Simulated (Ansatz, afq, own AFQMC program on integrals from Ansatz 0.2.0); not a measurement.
Two steps: Ansatz 0.2.0 writes the Fock matrix and Cholesky factors of the valence space, and afq projects on them the lowest state that overlaps trial and start.

```yaml
crystal:
  periodic: [false, false, false]
  atoms:
    - {symbol: B, position_ang: [0.000000, 0.050359, 0.739783]}
    - {symbol: C, position_ang: [0.000000, -0.101482, -0.748988]}
    - {symbol: H, position_ang: [0.000000, 1.148901, 1.227395]}
    - {symbol: H, position_ang: [0.000000, -0.908685, 1.455152]}
    - {symbol: H, position_ang: [0.000000, 0.428910, -1.692336]}
basis:
  gaussian: {orbitals: cc-pVDZ}
magnetization: {spin_polarized: false}
correlation: {method: ccsd_t, electrons: outside_noble_gas, hamiltonian_folder: ham}
```

```sh
$ ansatz run in.yaml --threads 1 --pin off --events-out ev --progress --plain --max-ram 24576MiB --backend cuda --devices 0, --max-vram 18GiB
```

Options of the walk:

```
--method free --trial cisd --walkers 4000 --time-step 0.03 --max-blocks 4000 --target-error 0.00038 --factor-cut 1e-05 --seed 6175 --times 0,0.21,0.42,0.81,1.2,1.8,2.4,3 --taylor-order 8
```

Times are imaginary, in 1/Eh. The walk had a cap of 61 s.

Output of the walk:

```
orbitals 41  electrons 5 5  factors 322 of 394
reference energy -64.14501273 Eh
CCSD correlation -0.23688083 Eh in 15 cycles, weight of the determinant in the CISD state 0.8565
repeat  energy at the last time / Eh  error
    10  -64.392616  0.000311
    20  -64.392634  0.000190
    30  -64.392706  0.000159
time / (1/Eh)  energy / Eh  error  mean overlap
  0.00  -64.381908  0.000062  1.1676
  0.21  -64.386198  0.000070  1.1683
  0.42  -64.388467  0.000087  1.1684
  0.81  -64.390453  0.000083  1.1707
  1.20  -64.391255  0.000092  1.1740
  1.80  -64.391848  0.000113  1.1793
  2.40  -64.392358  0.000108  1.1792
  3.00  -64.392693  0.000154  1.1746
energy -64.392693 +/- 0.000154 Eh
```

The run failed at least one of its tests; the cautions name the faults.

Against this walk (error 4.2 meV) on the same determinant: CCSD(T) 58.1 meV higher, CCSDT(Q) 7.4 meV lower (within the noise), CCSDTQ 5.4 meV lower (within the noise). The error is statistical, and a free projection of finite length keeps a remainder of its start. The last points still move (meV from the last: 61.0 ± 2.3 at 0.81, 39.1 ± 2.5 at 1.20, 23 ± 3 at 1.80, 9 ± 3 at 2.40, 0 ± 4 at 3.00), but the last one has reached CCSDTQ within the noise or passed it, so little can be left to fall.

Cautions: remainder of the start not in the error; start not forgotten; another spin lies lower (by 360 meV); restricted determinant unstable towards unrestricted (UHF 766 meV lower, ⟨S²⟩ 0.93); strong correlation (T1 0.036, weight of the determinant 0.86, largest double 0.10).

The walk took 11 s on 1 × NVIDIA H100 80GB HBM3 with 2 threads of AMD EPYC 7R13 Processor (Zen 3), on a shared host (the card was shared). The log's last line is the free-projection energy.

CCSDT and higher add their correlation energy to the determinant of the CCSD(T) run, since their own runs factorise the integrals more tightly (a shift of under 2 meV). A walk keeps the symmetry of its determinant, which the program's search chose and which needn't be the lowest solution, so a lower state of the same spin and another symmetry isn't excluded.
